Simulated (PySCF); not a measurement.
Mapped SMILES: `[Cl:1][SiH2:2][Cl:3]`. Hydrogens are named by the atom that carries them.

Geometry: PBE0-D3(BJ)/def2-SVP; GIAO shifts from PySCF 2.14, gas phase, non-relativistic, averaged over equivalent atoms.

At PBE0/pcSseg-1 (82 basis functions, 3.1 s wall time on 1 thread of an Arm Neoverse V1, shared host):
```json
{"atoms": "Cl1/Cl3", "δ (ppm)": "41.7"}
{"atoms": "Si2", "δ (ppm)": "7.0"}
{"atoms": "H(Si2)", "δ (ppm)": "5.75"}
```

References, each an isolated molecule treated in the same way: 35Cl (943.27 ppm) vs HCl; TMS for 29Si (351.99 ppm), 1H (31.27 ppm).

Task: What do these become at B3LYP/pcSseg-2?

Result: 
| atoms | δ at B3LYP/pcSseg-2 | change |
| --- | --- | --- |
| Cl1/Cl3 | 50.4 | +8.7 |
| Si2 | -3.6 | -10.6 |
| H(Si2) | 5.77 | +0.02 |

Referencing at the same level of theory: HCl for 35Cl (σref 927.31); 29Si (σref 324.61) and 1H (σref 31.39) vs TMS.

The largest change is at Si2 (silicon bonded to 2 Cl, 2 H). Cost: 157 basis functions, 5.8 s wall time on 1 thread of an Arm Neoverse V1, shared host.
